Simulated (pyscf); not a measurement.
6 gas-phase steps of one pattern: four-centre exchange on the doublet surface, Ge–O + H–H or H–H + O–Si broken and Ge–H + H–O or H–O + H–Si formed. PySCF, gas phase, ωB97X-D3(BJ)/def2-SVP geometries. Electronic energies in kcal/mol, from the separated reactants; ΔE‡ and ΔE at ωB97M-D3(BJ)/def2-TZVP. Rows were drawn at random from the steps of this pattern with a verified saddle, stable references and no exit in the data more than 5 kcal/mol lower.

| row | step | ΔE | ΔE‡ |
|---|---|---|---|
| 1 | HO–GeH•–Cl + H₂ -> Cl–GeH₂• + H₂O | +5.6 | 36.8 |
| 2 | HO–SiH•–Cl + H₂ -> •H₂Si–Cl + H₂O | +19.3 | 44.6 |
| 3 | HO–Si•(Cl)–Cl + H₂ → Cl–SiH•–Cl + H₂O | +19.6 | 42.6 |
| 4 | HO–SiH•–O–SiH₃ + H₂ → •H₂Si–O–SiH₃ + H₂O | +20.5 | 52.0 |
| 5 | HO–SiH•–O–SiH₂–F + H₂ → F–SiH₂–O–SiH₂• + H₂O | +20.9 | 52.4 |
| 6 | HO–Si•(F)–F + H₂ → F–SiH•–F + H₂O | +21.8 | ? |

Task: From a straight line through the complete rows, estimate the missing barrier and say how far the line can be trusted.

Result: Over the 5 complete rows the means are +17.2 (ΔE) and 45.7 (ΔE‡); least squares gives b = 0.82 and a = 31.6 kcal/mol, with residuals of 3.5 kcal/mol (root mean square; largest 5.1, row 3). For row 6: 31.6 + 0.82 × (+21.8) = 49.5 kcal/mol, an extrapolation. The computed barrier is 50.9 kcal/mol, 1.4 over the line. The scatter is large against the spread of the barriers, so the line says little here. Each barrier is that of the saddle found. Elements up to Kr have no core potential and no relativistic terms here.
